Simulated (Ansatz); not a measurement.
**Ligand exchange: C3H8O + Mg(NH2)2 → C2H7NO + Mg(CH3)(NH2)**

Species: C3H8O (1-propanol) `CCCO`, singlet; Mg(NH2)2, singlet; C2H7NO (ethanolamine) `NCCO`, singlet; Mg(CH3)(NH2), singlet. The partners trade CH3 for NH2: C–CH3 and Mg–NH2 bonds give way to C–NH2 and Mg–CH3.

Shapes, held fixed at every level: PBE0-D4/def2-TZVP. Flexible molecules stand in one conformer, not always the lowest. Programs: Ansatz 0.2.0. Electronic energies: no zero-point or thermal term.

Estimate ΔE of this reaction.

The highest level, CCSD(T)/def2-TZVPP, gives ΔE = +96.7 kJ/mol; the levels span +91.8 to +103.9. The column of differences is taken from that level and isn't an error. No measured value is set beside it here. Outer-core shells of Mg are correlated, in sets that cover them unevenly.

```
               level                    kind  ΔE (kJ/mol)  less CCSD(T)/def2-TZVPP
r2SCAN-D4/def2-TZVPP                meta-GGA        +97.6                     +0.9
  PBE0-D4/def2-TZVPP           global hybrid        +91.8                     -4.9
  wB97X-V/def2-TZVPP  range-separated hybrid        +95.4                     -1.3
        MP2/def2-SVP     perturbation theory       +103.9                     +7.2
      MP2/def2-TZVPP     perturbation theory       +101.9                     +5.2
    CCSD(T)/def2-SVP   coupled cluster or CI        +98.9                     +2.2
  CCSD(T)/def2-TZVPP   coupled cluster or CI        +96.7                      0.0
```
